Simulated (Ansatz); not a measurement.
# BClH2O (built from SMILES OBCl): one structure at several levels

The task here is to estimate one member of a computed series from the others.

Method: single points in def2-TZVPP; program: Ansatz 0.2.0, Gaussian basis.

Correlated methods freeze the cores.

**The system as given**

5 atoms, charge 0, spin multiplicity 1.

Atoms are counted from 1 here; the program's logs count them from 0.

Bond lengths: B1–O3 1.248 Å, B1–H4 1.255 Å, B1–Cl5 1.690 Å. Angles: O3–B1–H4 63.9°, O3–B1–Cl5 141.1°, H4–B1–Cl5 154.9°.

As a file:

```csv
atom,x (Å),y (Å),z (Å)
B1,-0.10320,0.11160,-0.26900
H2,0.58400,0.03040,1.02930
O3,-0.45220,-1.07690,-0.42140
H4,0.22500,-0.68180,0.64580
Cl5,-0.21910,1.62360,-1.01570
```

The first run:

The input, run/in.yaml:

```yaml
crystal:
  periodic: [false, false, false]
  atoms:
    - {symbol: B, position_ang: [-0.103200, 0.111600, -0.269000]}
    - {symbol: H, position_ang: [0.584000, 0.030400, 1.029300]}
    - {symbol: O, position_ang: [-0.452200, -1.076900, -0.421400]}
    - {symbol: H, position_ang: [0.225000, -0.681800, 0.645800]}
    - {symbol: Cl, position_ang: [-0.219100, 1.623600, -1.015700]}
basis:
  gaussian: {orbitals: def2-TZVPP}
correlation: {method: ccsd_t}
output: {forces: true}
```

No record of the launch command was kept for these runs.

Steps of the session up to this table: CCSD(T)/def2-TZVPP; PBE0-D4/def2-TZVPP; wB97M-V/def2-TZVPP; r2SCAN-D4/def2-TZVPP; PBE-D4/def2-TZVPP; CAM-B3LYP-D4/def2-TZVPP; BHLYP-D4/def2-TZVPP.

One of the session's tables, all rows but one given; the rest of the session is left out.

```
      method  RMS force component (eV/Å)  angle to CCSD(T) forces (°)  dipole (D)
     CCSD(T)                       1.056                    reference        2.17
     PBE0-D4                           ?                            ?           ?
     wB97M-V                       0.915                         10.7        2.21
   r2SCAN-D4                       0.995                          7.2        2.09
      PBE-D4                       1.180                          6.7        2.01
CAM-B3LYP-D4                       0.852                         15.3        2.28
    BHLYP-D4                       0.733                         28.8        2.37
```

**Question.** Estimate the row for PBE0-D4.

**Answer.** RMS force component (eV/Å): 0.917; angle to CCSD(T) forces (°): 10.9; dipole (D): 2.18. In the column «RMS force component (eV/Å)» it lies between wB97M-V (0.915) and r2SCAN-D4 (0.995).
